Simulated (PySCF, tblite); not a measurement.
# H₆SeN+, a complex of two parts: NMR shifts, interaction energy, infrared bands, spin-spin couplings, core binding energies and electronic excitations

One table from this session's results is given with a row withheld; the runs are named, their logs left out.

Computed with tblite 0.8.0 and PySCF 2.14.0; each step states its level. No surroundings beyond the atoms listed, unless a continuum is named. Atoms count from 0, parts from 1.

## Starting point

8 atoms, charge 1, multiplicity 1; geometry: rigid parts in contact. Parts: 1 = atoms 0–4, `[NH4+]`, charge 1; 2 = atoms 5–7, `[SeH2]`, charge 0.

The first run:

The job: settings as JSON, then the geometry in Å.

```
{"job": {"kind": "dock", "xc": "GFN2-xTB", "basis": "xTB"}, "charge": 1, "multiplicity": 1, "parts": [{"atoms": "0-4", "charge": 1, "multiplicity": 1}, {"atoms": "5-7", "charge": 0, "multiplicity": 1}]}
N      0.000064    -0.000024    -0.000001
H     -0.601738    -0.798080    -0.246813
H     -0.425358     0.870968    -0.346952
H      0.099619     0.050978     1.023462
H      0.927413    -0.123843    -0.429696
Se    -0.858840    -2.636685     1.592458
H     -0.824460    -4.068252     1.466881
H     -0.635750    -2.721599     3.009958
```

Level: GFN2-xTB search for minima from random contacts, gas phase.

Launch:

```sh
$ OMP_NUM_THREADS=1 python cluster_run.py task.json out
```

One launch serves the whole session: the jobs run in the order shown.

Steps of the session up to this table: Docking the parts with GFN2-xTB; Optimising the geometry at PBE0-D3(BJ)/def2-TZVPD; Nuclear shieldings: PBE0/pcSseg-2; Coupled-cluster interaction energy: CCSD(T) and MP2.

One of the session's tables, all rows but one given; the rest of the session is left out.

It belongs to the step «Coupled-cluster interaction energy: CCSD(T) and MP2». 

```
                 method  interaction energy (kcal/mol)
         HF/aug-cc-pVDZ                          -9.80
        MP2/aug-cc-pVDZ                         -12.91
       CCSD/aug-cc-pVDZ                              ?
    CCSD(T)/aug-cc-pVDZ                         -12.50
         HF/aug-cc-pVQZ                          -9.79
        MP2/aug-cc-pVQZ                         -13.96
    SCS-MP2/aug-cc-pVQZ                         -12.98
      MP2, extrapolated                         -14.16
CCSD(T), limit estimate                         -13.75
```

Q: Estimate the row for CCSD/aug-cc-pVDZ from the others.

**Answer.** interaction energy (kcal/mol): -12.03. In the column «interaction energy (kcal/mol)» it lies between CCSD(T)/aug-cc-pVDZ (-12.50) and HF/aug-cc-pVDZ (-9.80).

To keep in mind: The interaction energy leaves out the deformation of the parts, 0.96 kcal/mol (MP2); added to the CCSD(T) estimate it gives a binding of about -12.79 kcal/mol.
